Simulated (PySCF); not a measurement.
# Atomic charges against the basis set

Compound: C₄H₉P.
Geometry (PBE0-D3(BJ)/def2-SVP, Å), atoms numbered from 1 in this order:
```
atom  x, y, z in Å
C1     2.1168   -0.5644   -0.0755
C2     0.9937   -0.9344    0.5489
P3    -0.4377    0.1060    0.9706
C4    -0.2098    1.5374   -0.1701
C5    -1.7610   -0.8281    0.0715
H6     2.9492   -1.2622   -0.2071
H7     2.2611    0.4443   -0.4744
H8     0.9236   -1.9593    0.9381
H9     0.6195    2.1682    0.1827
H10   -1.1228    2.1512   -0.1485
H11   -0.0103    1.2245   -1.2076
H12   -1.5295   -0.9666   -0.9961
H13   -1.8898   -1.8158    0.5394
H14   -2.7144   -0.2869    0.1698
```

PBE0 throughout (PySCF), one geometry, spherical d and f functions. The structure is a single PBE0-D3(BJ)/def2-SVP conformer in the gas phase; no vibrational or solvent corrections. Atoms taken as equivalent share a column and are averaged. The first 7 of 8 kinds of atom are listed.

Mulliken charges (e):

```tsv
basis	functions	C1	C2	P3	C4/C5	H6	H7	H8
pcSseg-0	67	-0.387	-0.607	+0.704	-0.991	+0.225	+0.218	+0.249
cc-pVDZ	119	-0.042	-0.203	+0.161	-0.230	+0.046	+0.040	+0.040
aug-cc-pVDZ	200	+0.464	+0.823	+0.408	+0.446	-0.391	-0.433	-0.628
IGLO-III	274	-0.295	-0.201	+0.459	-0.583	+0.108	+0.099	+0.098
cc-pVTZ	280	-0.275	-0.170	+0.159	-0.354	+0.125	+0.116	+0.109
pcSseg-2	313	-0.124	-0.190	+0.269	-0.237	+0.056	+0.057	+0.068
```

IAO charges (e):

```tsv
basis	functions	C1	C2	P3	C4/C5	H6	H7	H8
pcSseg-0	67	-0.301	-0.331	+0.461	-0.610	+0.149	+0.138	+0.154
cc-pVDZ	119	-0.312	-0.336	+0.521	-0.602	+0.148	+0.139	+0.148
aug-cc-pVDZ	200	-0.325	-0.339	+0.519	-0.612	+0.154	+0.144	+0.153
IGLO-III	274	-0.326	-0.349	+0.551	-0.626	+0.153	+0.144	+0.153
cc-pVTZ	280	-0.323	-0.346	+0.539	-0.623	+0.153	+0.144	+0.153
pcSseg-2	313	-0.323	-0.349	+0.546	-0.625	+0.153	+0.144	+0.153
```

Some averages cover members that differ in this geometry, most widely: C4/C5, Mulliken in aug-cc-pVDZ +0.381 to +0.511; C4/C5, Mulliken in pcSseg-0 -1.008 to -0.973; C4/C5, Mulliken in IGLO-III -0.595 to -0.570 e.

Problem. Which scheme is steadiest as the basis changes?

Solution. Largest range over the bases for any column: IAO 0.09 e, Mulliken 1.44 e. IAO charges move least and Mulliken charges most, counted in e.

Problem. How much do the charges still move between the two largest bases, cc-pVTZ and pcSseg-2?

Solution. At most, over all atoms: Mulliken 0.151 e, IAO 0.006 e.

Problem. What do the same runs give for the total energy, the frontier levels and the dipole moment?

Solution. 
```csv
basis,energy (Eh),HOMO (eV),LUMO (eV),μ (D)
pcSseg-0,-498.0881,-6.31,0.12,1.31
cc-pVDZ,-498.8482,-6.18,0.14,1.17
aug-cc-pVDZ,-498.8600,-6.30,-0.32,1.24
IGLO-III,-498.9190,-6.28,-0.21,1.12
cc-pVTZ,-498.9145,-6.27,-0.10,1.20
pcSseg-2,-498.9226,-6.32,-0.26,1.23
```

The dipole is fixed by the density alone, so its range of 0.19 D shows that the density itself changes with the basis, not only its division among atoms.
